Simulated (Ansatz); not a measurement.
**Two structures, one formula**

Two relaxed structures of SiH2OF (charge +1), closed shell (PBE0-D4/def2-TZVP; forces vanish, vibrations not checked).

A:

```
5
angstrom
O -0.3813 -0.4885 0.1370
Si 0.3910 1.1927 0.5794
F 0.7303 1.4238 -0.9364
H -0.7840 -1.1106 0.7645
H -0.4192 -0.8346 -0.7724
```

B:

```json
{"atom": "O1", "x (Å)": "-0.7619", "y (Å)": "-0.8059", "z (Å)": "-0.0712"}
{"atom": "Si2", "x (Å)": "0.4211", "y (Å)": "0.1787", "z (Å)": "0.1125"}
{"atom": "F3", "x (Å)": "0.3382", "y (Å)": "1.6492", "z (Å)": "-0.3228"}
{"atom": "H4", "x (Å)": "-1.6515", "y (Å)": "-0.7140", "z (Å)": "-0.4376"}
{"atom": "H5", "x (Å)": "1.6541", "y (Å)": "-0.3079", "z (Å)": "0.7191"}
```

Computed with Ansatz 0.2.0 (basis: def2-TZVPP); correlated methods freeze the cores. B3LYP uses VWN-RPA correlation.

Q: Which structure is lower at CCSD(T), and by how much? (To be estimated.)

A: By the calculation: B, by 27.0 kJ/mol (electronic energy, against the other). By their contacts, A is SiH₂OF ([OH2][Si][F]), total charge +1 and B is SiH₂OF ([OH][SiH][F]), total charge +1.

All methods give the same order:

| method | E(B) − E(A) (kJ/mol) |
| --- | --- |
| PBE-D4 | -17.9 |
| r2SCAN-D4 | -43.1 |
| PBE0-D4 | -25.8 |
| B3LYP-D4 | -22.0 |
| wB97M-V | -11.4 |
| HF | -44.3 |
| MP2 | -40.9 |
| CCSD | -27.3 |
| CCSD(T) | -27.0 |

T1 diagnostic: at most 0.015.

Labels in which every atom is bracketed show which atoms are joined, not bond orders.

For scale, one of the runs: CCSD(T)/def2-TZVPP, 132 basis functions, launched by `ansatz run in.yaml --threads 2 --pin off --events-out ev --progress --plain --max-ram 4352MiB`. The run took 8 s on 2 CPU threads of an Arm Neoverse V2 (shared host), with 0.66 GiB of host memory at its peak.
